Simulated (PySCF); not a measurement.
**A small calculation by hand: chemical shift, span and skew from a shielding tensor**

CS2, SMILES S=C=S. Atoms are numbered in the order given.

```xyz
3

S      0.0000     0.0000     1.5483
C      0.0000     0.0000     0.0000
S      0.0000     0.0000    -1.5483
```

Geometry: PBE0-D3(BJ)/def2-TZVP.

GIAO shieldings from PySCF with KT2/pcSseg-2, non-relativistic, no solvent. The symmetric part of the tensor of C2 has the principal values -155.3, -155.3, 292.9 ppm. The same nucleus in TMS has σ = 184.2 ppm at this level (PySCF, at its B3LYP-D3(BJ)/def2-TZVP geometry).

Q: Work out the isotropic shielding, the ¹³C shift against TMS, the span and the skew.

A: 
σ(iso) = (σ11 + σ22 + σ33)/3 = -5.9 ppm. δ = σ(ref) − σ(iso) = 184.2 − (-5.9) = 190.1 ppm.
Span Ω = σ33 − σ11 = 448.2 ppm. Skew κ = 3(σ(iso) − σ22)/Ω = 1.00, an axial tensor. Tumbling in solution averages the tensor to δ; in a static solid the shielding alone would spread this spin-1/2 line over Ω.
